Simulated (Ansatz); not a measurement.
Ansatz (an electronic-structure program) input (PBE/6-31G*):

Ansatz 0.2 input:
```yaml
crystal:
  periodic: [false, false, false]
  atoms:
    - {symbol: C, position_ang: [0.04331652, 0.08857560, -0.05016834]}
    - {symbol: O, position_ang: [0.28420037, 1.16326135, -0.56413326]}
    - {symbol: O, position_ang: [-1.17571396, -0.20940703, 0.47575220]}
    - {symbol: H, position_ang: [-1.73368907, 0.57233750, 0.34585940]}
    - {symbol: C, position_ang: [0.98613656, -0.99360220, 0.07293969]}
    - {symbol: H, position_ang: [0.70810696, -1.92539382, 0.54158403]}
    - {symbol: H, position_ang: [1.98097231, -0.84761866, -0.31702305]}
basis:
  gaussian:
    orbitals: 6-31G*
hamiltonian:
  xc: {name: PBE}
magnetization: {spin_polarized: true, initial_magnetization: 1}
output: {forces: true}
```

Q: What final total energy does it give?

A: -228.16100 Eh.
